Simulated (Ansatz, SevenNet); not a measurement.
# Rock-salt NbC, TA phonon frequency at L

Reference value: 133 cm⁻¹ (measured, temperature not stated, no zero-point or thermal correction; as tabulated in Savrasov (1996), arXiv:cond-mat/9604125).

```json
[
 {"level (code)": "SevenNet-0", "value (cm⁻¹)": "79", "cell (Å³/atom)": "11.43", "difference (%)": "-41"},
 {"level (code)": "SevenNet-l3i5", "value (cm⁻¹)": "111", "cell (Å³/atom)": "11.43", "difference (%)": "-16.5"},
 {"level (code)": "LDA (Ansatz)", "value (cm⁻¹)": "122", "cell (Å³/atom)": "10.85", "difference (%)": "-8.3"},
 {"level (code)": "PBE (Ansatz)", "value (cm⁻¹)": "105", "cell (Å³/atom)": "11.28", "difference (%)": "-21"},
 {"level (code)": "PBEsol (Ansatz)", "value (cm⁻¹)": "119", "cell (Å³/atom)": "11.01", "difference (%)": "-10.5"},
 {"level (code)": "PBE-D3(BJ) (Ansatz)", "value (cm⁻¹)": "119", "cell (Å³/atom)": "11.01", "difference (%)": "-10.5"}
]
```

Of the ranked levels LDA (-8.3 %) comes nearest. Farthest off among them: SevenNet-0 (-41 %). No ranked level lands within 5 %. All 6 levels lie below the reference.

The reference isn't brought to a static lattice, while the calculations are for one, so the differences are not the levels' errors alone.  PBE-D3(BJ): the dispersion coefficients are held fixed in the derivatives. Each level is taken at its own relaxed cell. Cutoffs differ between the levels. Ansatz's density-functional and Hartree–Fock values are scalar-relativistic unless marked +SOC, with PAW data made under PBE.

Machine-learned potentials (SevenNet-0, SevenNet-l3i5) are trained on DFT data: a solid inside that data is no test of them.

Differences are worked out from the printed values.

Ansatz is an electronic-structure program.
